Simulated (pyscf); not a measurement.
Optimised with ωB97X-D3(BJ)/def2-SVP in PySCF.

**Question.** How much does it cost (ΔH, 298 K, ωB97M-D3(BJ)/def2-TZVP) to split F–ReH(F)(F)(F)(F)–F (SMILES [F][ReH]([F])([F])([F])([F])[F]) at its F–Re bond into F• + [F–ReH(F)(F)(F)–F]•?

**Answer.** F–Re to F• + [F–ReH(F)(F)(F)–F]•: 60.1 kcal/mol. The 7 functionals that were run give +55.0 (M06-2X) to +79.9 kcal/mol (PBE). The radicals are drawn with the spin at the cut bond; how far it spreads was not checked. Left out: the spin-orbit lowering of F. Open-shell species with a d-block atom are single-reference here; other states, and whether the spin sits on metal or ligand, were not checked. Elements past Kr carry the def2 core potentials, without spin-orbit coupling.
